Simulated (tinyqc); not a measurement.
ROHF in the sto-3g basis, for H2O, spin multiplicity 3, step by step. One step of it, computed by the program tinyqc.

Question. Iteration 2: building the Fock matrix. J_ij = sum D_kl (ij|kl) with D = D(alpha) + D(beta), K_ij = sum D_kl (ik|jl) for each spin; F = H + J - K(s); E = tr D H + tr D J / 2 - 0.5 sum_s tr D(s) K(s) + E_nn.

D(alpha) after iteration 1:
```
            1O 1s      1O 2s    1O 2px     1O 2py     1O 2pz      2H 1s      3H 1s
1O 1s    1.063987  -0.280898  0.000000   0.000000  -0.017530   0.050823   0.050823
1O 2s   -0.280898   1.255491  0.000000   0.000000   0.114058  -0.330679  -0.330679
1O 2px   0.000000   0.000000  1.000000   0.000000   0.000000   0.000000   0.000000
1O 2py   0.000000   0.000000  0.000000   0.487502   0.000000   0.279963  -0.279963
1O 2pz  -0.017530   0.114058  0.000000   0.000000   1.066327  -0.192297  -0.192297
2H 1s    0.050823  -0.330679  0.000000   0.279963  -0.192297   0.718289   0.396735
3H 1s    0.050823  -0.330679  0.000000  -0.279963  -0.192297   0.396735   0.718289
```

D(beta) after iteration 1:
```
            1O 1s      1O 2s    1O 2px     1O 2py     1O 2pz      2H 1s      3H 1s
1O 1s    1.058661  -0.250846  0.000000   0.000000   0.040641   0.006898   0.006898
1O 2s   -0.250846   1.085942  0.000000   0.000000  -0.214132  -0.082864  -0.082864
1O 2px   0.000000   0.000000  0.000000   0.000000   0.000000   0.000000   0.000000
1O 2py   0.000000   0.000000  0.000000   0.487502   0.000000   0.279963  -0.279963
1O 2pz   0.040641  -0.214132  0.000000   0.000000   0.431062   0.287389   0.287389
2H 1s    0.006898  -0.082864  0.000000   0.279963   0.287389   0.356080   0.034525
3H 1s    0.006898  -0.082864  0.000000  -0.279963   0.287389   0.034525   0.356080
```

core Hamiltonian H = T + V (hartree):
```
             1O 1s      1O 2s     1O 2px     1O 2py     1O 2pz      2H 1s      3H 1s
1O 1s   -32.435782  -7.545312   0.000000   0.000000  -0.010976  -0.791869  -0.791869
1O 2s    -7.545312  -9.063249   0.000000   0.000000  -0.137150  -2.044632  -2.044632
1O 2px    0.000000   0.000000  -7.230289   0.000000   0.000000   0.000000   0.000000
1O 2py    0.000000   0.000000   0.000000  -7.299949   0.000000  -1.218192   1.218192
1O 2pz   -0.010976  -0.137150   0.000000   0.000000  -7.279115  -1.049527  -1.049527
2H 1s    -0.791869  -2.044632   0.000000  -1.218192  -1.049527  -3.984213  -0.656234
3H 1s    -0.791869  -2.044632   0.000000   1.218192  -1.049527  -0.656234  -3.984213
```

Two-electron integrals (ij|kl) in chemists' order, unique and non-zero (hartree):
```
(11|11) 4.785065    (21|11) 0.741380    (21|21) 0.136873    (22|11) 1.118947
(22|21) 0.256633    (22|22) 0.817206    (31|31) 0.024477    (32|31) 0.037809
(32|32) 0.180518    (33|11) 1.115814    (33|21) 0.256684    (33|22) 0.817023
(33|33) 0.880159    (41|41) 0.024477    (42|41) 0.037809    (42|42) 0.180518
(43|43) 0.047444    (44|11) 1.115814    (44|21) 0.256684    (44|22) 0.817023
(44|33) 0.785270    (44|44) 0.880159    (51|51) 0.024477    (52|51) 0.037809
(52|52) 0.180518    (53|53) 0.047444    (54|54) 0.047444    (55|11) 1.115814
(55|21) 0.256684    (55|22) 0.817023    (55|33) 0.785270    (55|44) 0.785270
(55|55) 0.880159    (61|11) 0.077907    (61|21) 0.014280    (61|22) 0.026666
(61|33) 0.026617    (61|41) 0.000481    (61|42) 0.000914    (61|44) 0.026706
(61|51) 0.000403    (61|52) 0.000765    (61|54) 0.000075    (61|55) 0.026679
(61|61) 0.001507    (62|11) 0.219791    (62|21) 0.051176    (62|22) 0.184347
(62|33) 0.181040    (62|41) 0.002918    (62|42) 0.023850    (62|44) 0.186763
(62|51) 0.002443    (62|52) 0.019967    (62|54) 0.004791    (62|55) 0.185051
(62|61) 0.005453    (62|62) 0.054852    (63|31) 0.004970    (63|32) 0.030307
(63|43) 0.004746    (63|53) 0.003973    (63|63) 0.007220    (64|11) 0.131507
(64|21) 0.030981    (64|22) 0.119230    (64|33) 0.114056    (64|41) 0.006490
(64|42) 0.044593    (64|44) 0.127012    (64|51) 0.001273    (64|52) 0.011961
(64|54) 0.006874    (64|55) 0.116484    (64|61) 0.003421    (64|62) 0.043204
(64|64) 0.040896    (65|11) 0.110099    (65|21) 0.025938    (65|22) 0.099821
(65|33) 0.095489    (65|41) 0.001273    (65|42) 0.011961    (65|44) 0.098389
(65|51) 0.006036    (65|52) 0.040321    (65|54) 0.007174    (65|55) 0.105468
(65|61) 0.002864    (65|62) 0.036171    (65|64) 0.028194    (65|65) 0.030824
(66|11) 0.406125    (66|21) 0.096037    (66|22) 0.398905    (66|33) 0.384658
(66|41) 0.006112    (66|42) 0.071049    (66|44) 0.409535    (66|51) 0.005117
(66|52) 0.059483    (66|54) 0.020828    (66|55) 0.402095    (66|61) 0.010277
(66|62) 0.160576    (66|64) 0.144694    (66|65) 0.121139    (66|66) 0.774606
(71|11) 0.077907    (71|21) 0.014280    (71|22) 0.026666    (71|33) 0.026617
(71|41) -0.000481   (71|42) -0.000914   (71|44) 0.026706    (71|51) 0.000403
(71|52) 0.000765    (71|54) -0.000075   (71|55) 0.026679    (71|61) 0.001487
(71|62) 0.005295    (71|64) 0.003084    (71|65) 0.002785    (71|66) 0.009934
(71|71) 0.001507    (72|11) 0.219791    (72|21) 0.051176    (72|22) 0.184347
(72|33) 0.181040    (72|41) -0.002918   (72|42) -0.023850   (72|44) 0.186763
(72|51) 0.002443    (72|52) 0.019967    (72|54) -0.004791   (72|55) 0.185051
(72|61) 0.005295    (72|62) 0.042999    (72|64) 0.023758    (72|65) 0.027534
(72|66) 0.100255    (72|71) 0.005453    (72|72) 0.054852    (73|31) 0.004970
(73|32) 0.030307    (73|43) -0.004746   (73|53) 0.003973    (73|63) 0.005438
(73|73) 0.007220    (74|11) -0.131507   (74|21) -0.030981   (74|22) -0.119230
(74|33) -0.114056   (74|41) 0.006490    (74|42) 0.044593    (74|44) -0.127012
(74|51) -0.001273   (74|52) -0.011961   (74|54) 0.006874    (74|55) -0.116484
(74|61) -0.003084   (74|62) -0.023758   (74|64) -0.008092   (74|65) -0.014966
(74|66) -0.052159   (74|71) -0.003421   (74|72) -0.043204   (74|74) 0.040896
(75|11) 0.110099    (75|21) 0.025938    (75|22) 0.099821    (75|33) 0.095489
(75|41) -0.001273   (75|42) -0.011961   (75|44) 0.098389    (75|51) 0.006036
(75|52) 0.040321    (75|54) -0.007174   (75|55) 0.105468    (75|61) 0.002785
(75|62) 0.027534    (75|64) 0.014966    (75|65) 0.022814    (75|66) 0.069665
(75|71) 0.002864    (75|72) 0.036171    (75|74) -0.028194   (75|75) 0.030824
(76|11) 0.063606    (76|21) 0.014969    (76|22) 0.059341    (76|33) 0.057877
(76|44) 0.058922    (76|51) 0.001063    (76|52) 0.010736    (76|55) 0.061160
(76|61) 0.001580    (76|62) 0.018039    (76|64) 0.012472    (76|65) 0.013422
(76|66) 0.058229    (76|71) 0.001580    (76|72) 0.018039    (76|74) -0.012472
(76|75) 0.013422    (76|76) 0.007904    (77|11) 0.406125    (77|21) 0.096037
(77|22) 0.398905    (77|33) 0.384658    (77|41) -0.006112   (77|42) -0.071049
(77|44) 0.409535    (77|51) 0.005117    (77|52) 0.059483    (77|54) -0.020828
(77|55) 0.402095    (77|61) 0.009934    (77|62) 0.100255    (77|64) 0.052159
(77|65) 0.069665    (77|66) 0.266551    (77|71) 0.010277    (77|72) 0.160576
(77|74) -0.144694   (77|75) 0.121139    (77|76) 0.058229    (77|77) 0.774606
```

nuclear repulsion = 6.83174883 hartree

Give: Coulomb J; exchange K(alpha); exchange K(beta); F(alpha); F(beta); total energy of this density.

Answer.

Coulomb J (hartree):
```
          1O 1s   1O 2s  1O 2px   1O 2py  1O 2pz   2H 1s    3H 1s
1O 1s   16.7814  3.1375  0.0000   0.0000  0.0067  0.3280   0.3280
1O 2s    3.1375  7.7672  0.0000   0.0000  0.1120  1.7833   1.7833
1O 2px   0.0000  0.0000  7.7051   0.0000  0.0000  0.0000   0.0000
1O 2py   0.0000  0.0000  0.0000   7.7777  0.0000  1.1660  -1.1660
1O 2pz   0.0067  0.1120  0.0000   0.0000  7.7952  1.0045   1.0045
2H 1s    0.3280  1.7833  0.0000   1.1660  1.0045  4.2805   0.5983
3H 1s    0.3280  1.7833  0.0000  -1.1660  1.0045  0.5983   4.2805
```

exchange K(alpha) (hartree):
```
         1O 1s   1O 2s  1O 2px   1O 2py  1O 2pz   2H 1s    3H 1s
1O 1s   4.9096  0.8401  0.0000   0.0000  0.0017  0.0936   0.0936
1O 2s   0.8401  1.3793  0.0000   0.0000  0.0288  0.3301   0.3301
1O 2px  0.0000  0.0000  1.1632   0.0000  0.0000  0.0000   0.0000
1O 2py  0.0000  0.0000  0.0000   0.8902  0.0000  0.2605  -0.2605
1O 2pz  0.0017  0.0288  0.0000   0.0000  1.1777  0.1656   0.1656
2H 1s   0.0936  0.3301  0.0000   0.2605  0.1656  0.6492   0.1459
3H 1s   0.0936  0.3301  0.0000  -0.2605  0.1656  0.1459   0.6492
```

exchange K(beta) (hartree):
```
         1O 1s    1O 2s  1O 2px   1O 2py   1O 2pz   2H 1s    3H 1s
1O 1s   4.8645   0.7818  0.0000   0.0000   0.0022  0.0865   0.0865
1O 2s   0.7818   1.1014  0.0000   0.0000  -0.0545  0.2966   0.2966
1O 2px  0.0000   0.0000  0.2520   0.0000   0.0000  0.0000   0.0000
1O 2py  0.0000   0.0000  0.0000   0.8166   0.0000  0.2468  -0.2468
1O 2pz  0.0022  -0.0545  0.0000   0.0000   0.7451  0.2210   0.2210
2H 1s   0.0865   0.2966  0.0000   0.2468   0.2210  0.4810   0.0970
3H 1s   0.0865   0.2966  0.0000  -0.2468   0.2210  0.0970   0.4810
```

F(alpha) (hartree):
```
           1O 1s    1O 2s   1O 2px   1O 2py   1O 2pz    2H 1s    3H 1s
1O 1s   -20.5640  -5.2479   0.0000   0.0000  -0.0060  -0.5575  -0.5575
1O 2s    -5.2479  -2.6753   0.0000   0.0000  -0.0540  -0.5915  -0.5915
1O 2px    0.0000   0.0000  -0.6884   0.0000   0.0000   0.0000   0.0000
1O 2py    0.0000   0.0000   0.0000  -0.4124   0.0000  -0.3127   0.3127
1O 2pz   -0.0060  -0.0540   0.0000   0.0000  -0.6617  -0.2106  -0.2106
2H 1s    -0.5575  -0.5915   0.0000  -0.3127  -0.2106  -0.3530  -0.2038
3H 1s    -0.5575  -0.5915   0.0000   0.3127  -0.2106  -0.2038  -0.3530
```

F(beta) (hartree):
```
           1O 1s    1O 2s  1O 2px   1O 2py   1O 2pz    2H 1s    3H 1s
1O 1s   -20.5189  -5.1897  0.0000   0.0000  -0.0065  -0.5504  -0.5504
1O 2s    -5.1897  -2.3974  0.0000   0.0000   0.0293  -0.5579  -0.5579
1O 2px    0.0000   0.0000  0.2227   0.0000   0.0000   0.0000   0.0000
1O 2py    0.0000   0.0000  0.0000  -0.3388   0.0000  -0.2990   0.2990
1O 2pz   -0.0065   0.0293  0.0000   0.0000  -0.2291  -0.2661  -0.2661
2H 1s    -0.5504  -0.5579  0.0000  -0.2990  -0.2661  -0.1847  -0.1549
3H 1s    -0.5504  -0.5579  0.0000   0.2990  -0.2661  -0.1549  -0.1847
```

total energy of this density = -74.678468 hartree
